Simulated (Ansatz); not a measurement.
# revPBE/6-311+G(d,p) run of BN2H5 (SMILES NBN)

Aim: the vertical singlet–triplet gap of BN2H5 at revPBE/6-311+G**, from 2 runs. 

Program for the calculation: Ansatz 0.2.0.

41 further runs of the same task are left out: 41 set aside as unsound or not needed.

## (1) The molecule

BN2H5: 8 atoms, total charge 0, spin state singlet. SMILES: `NBN`. The coordinates come from a PBE0-D4/def2-TZVP relaxation.

Bond lengths: N1–B2 1.409 Å, B2–N3 1.409 Å, N1–H4 1.005 Å, N1–H5 1.002 Å, B2–H6 1.200 Å, N3–H7 1.003 Å, N3–H8 1.005 Å. Angles: N1–B2–N3 122.9°, N1–B2–H6 118.5°, N3–B2–H6 118.5°, B2–N1–H4 124.5°, B2–N1–H5 121.9°, B2–N3–H7 121.9°, B2–N3–H8 124.5°, H4–N1–H5 113.6°, H7–N3–H8 113.6°.

## (2) A single-point energy at revPBE/6-311+G(d,p)

File in.yaml:

```yaml
crystal:
  periodic: [false, false, false]
  atoms:
    - symbol: N
      position_ang: [-0.971000, 0.516500, -0.581100]
    - symbol: B
      position_ang: [0.194200, 0.386600, 0.200500]
    - symbol: N
      position_ang: [0.848200, -0.845200, 0.401400]
    - symbol: H
      position_ang: [-1.426800, -0.244500, -1.053400]
    - symbol: H
      position_ang: [-1.423900, 1.400900, -0.713700]
    - symbol: H
      position_ang: [0.649700, 1.368600, 0.718000]
    - symbol: H
      position_ang: [1.676700, -0.919800, 0.960900]
    - symbol: H
      position_ang: [0.545000, -1.720300, 0.011600]
basis:
  gaussian:
    orbitals: 6-311+G_st__st_.json
magnetization:
  spin_polarized: false
  initial_magnetization: 0
hamiltonian:
  xc: {name: revPBE}
accuracy: high
output:
  orbitals: {seedname: orbitals}
```

The basis set 6-311+G** is read from a file made from the Basis Set Exchange's data (not shown).

The run is started by

```console
$ ansatz run in.yaml --threads 1 --pin off --max-ram 3480MiB --events-out events.jsonl --progress --plain --runs-dir runs
```

Standard output:

```text
Warning: RAYON_NUM_THREADS=1 ignored (pool sized by the plan → 1); use --threads N
Functional definition: revPBE
  name "revPBE"
  parameter kappa = 1.245
  parameter beta = 0.06672455060314922
  exchange = pbe_x(kappa = kappa, mu = beta*pi^2/3)
  correlation = pbe_c(beta = beta)
1919 factors; integrals over basis functions are off by at most 3.4e-9 eV
mean field evaluation 1: about -3724.1961 eV, gradient 9.1e1 eV
mean field evaluation 2: about -3653.8993 eV, gradient 1.6e2 eV
mean field evaluation 4: about -3740.0614 eV, gradient 3.7e0 eV
mean field evaluation 8: about -3740.0875 eV, gradient 9.9e-2 eV
mean field evaluation 16: about -3740.0875 eV, gradient 1.2e-6 eV
mean field -3740.08752174 eV, -137.4456813015 hartree, gradient 1.1e-8 eV, S^2 0.000000; 0 other end points of the search recorded, 0 dependent functions left out
reference -3740.08752808 eV, -137.4456815345 hartree; 12, 12 occupied and 84, 84 virtual orbitals, 1919 factors
Total energy: -3740.08752808 eV, -137.4456815345 hartree
```

Wall time 2.9 s (1 thread of Intel Xeon 6975P-C (Granite Rapids), shared host); peak memory 0.24 GiB.

## (3) The triplet

File molecule.yaml:

```yaml
crystal:
  periodic: [false, false, false]
  atoms:
    - {symbol: N, position_ang: [-0.971000, 0.516500, -0.581100]}
    - {symbol: B, position_ang: [0.194200, 0.386600, 0.200500]}
    - {symbol: N, position_ang: [0.848200, -0.845200, 0.401400]}
    - {symbol: H, position_ang: [-1.426800, -0.244500, -1.053400]}
    - {symbol: H, position_ang: [-1.423900, 1.400900, -0.713700]}
    - {symbol: H, position_ang: [0.649700, 1.368600, 0.718000]}
    - {symbol: H, position_ang: [1.676700, -0.919800, 0.960900]}
    - {symbol: H, position_ang: [0.545000, -1.720300, 0.011600]}
basis:
  gaussian: {orbitals: 6-311+G_st__st_.json}
magnetization: {spin_polarized: true, initial_magnetization: 2}
hamiltonian: {xc: {name: revPBE}}
accuracy: high
output: {orbitals: {seedname: orbitals}}
```

The basis set 6-311+G** is read from a file made from the Basis Set Exchange's data (not shown).

The run is started by

```console
$ ansatz run molecule.yaml --threads 1 --pin off --max-ram 3480MiB --events-out events.jsonl --progress --plain --runs-dir runs
```

Standard output:

```text
Warning: RAYON_NUM_THREADS=1 ignored (pool sized by the plan → 1); use --threads N
Functional definition: revPBE
  name "revPBE"
  parameter kappa = 1.245
  parameter beta = 0.06672455060314922
  exchange = pbe_x(kappa = kappa, mu = beta*pi^2/3)
  correlation = pbe_c(beta = beta)
1919 factors; integrals over basis functions are off by at most 3.4e-9 eV
mean field evaluation 1: about -3721.2413 eV, gradient 5.4e1 eV
mean field evaluation 2: about -3687.2434 eV, gradient 9.6e1 eV
mean field evaluation 4: about -3732.5897 eV, gradient 1.5e1 eV
mean field evaluation 8: about -3734.6745 eV, gradient 3.4e-1 eV
mean field evaluation 16: about -3734.6648 eV, gradient 4.9e-4 eV
mean field evaluation 32: about -3733.5023 eV, gradient 3.6e0 eV
mean field evaluation 64: about -3734.6405 eV, gradient 3.3e-1 eV
mean field -3734.66480805 eV, -137.2464002491 hartree, gradient 1.6e-8 eV, S^2 2.010895; 7 other end points of the search recorded, 0 dependent functions left out
reference -3734.66481345 eV, -137.2464004477 hartree; 13, 11 occupied and 83, 85 virtual orbitals, 1919 factors
Total energy: -3734.66481345 eV, -137.2464004477 hartree
```

It took 8.1 s on 1 thread of Intel Xeon 6975P-C (Granite Rapids), shared host; peak memory 0.32 GiB.

## (4) Results

Level: revPBE/6-311+G**.

| quantity | value |
| --- | --- |
| singlet: total energy | -137.44568 Eh |
| singlet: HOMO energy | -5.50 eV |
| singlet: LUMO energy | -0.48 eV |
| singlet: HOMO–LUMO gap | 5.02 eV |
| triplet: total energy | -137.24640 Eh |
| triplet: HOMO energy (highest over α and β) | -1.78 eV |
| triplet: ⟨S²⟩ | 2.011 |
| vertical energy of the triplet above the singlet | 5.423 eV |

At this shape the triplet lies 5.42 eV (125 kcal/mol) above the singlet.
